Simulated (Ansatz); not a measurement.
Mulliken charges of `OC1=CCO1` from PBE/def2-TZVPP in Ansatz (PBE0-D4/def2-TZVP geometry).

```tsv
atom	x (Å)	y (Å)	z (Å)	charge (e)
O1	0.152	1.910	-0.786	-0.237
C2	0.109	0.685	-0.291	0.276
C3	0.944	-0.317	-0.003	-0.316
C4	-0.282	-1.054	0.456	0.045
O5	-1.081	0.133	0.089	-0.267
H6	-0.745	2.263	-0.806	0.210
H7	1.997	-0.513	-0.066	0.112
H8	-0.615	-1.909	-0.136	0.089
H9	-0.392	-1.245	1.525	0.089
```

Problem. By hand: the dipole of these point charges (1 e Å = 4.8032 D).

Solution. Σ q r = (-0.051, -0.109, 0.051) e Å, of length 0.131 e Å = 0.63 D.

Problem. How does the dipole of the full density compare? (Estimate.)

Solution. The calculation gave: (-0.138, -0.023, 0.028) e Å, 0.69 D; the point charges give 0.91 times that, at 54° from its direction.

Point charges leave out the atoms' own dipoles, such as those of lone pairs, and Mulliken's split depends on the basis, so the two needn't agree.
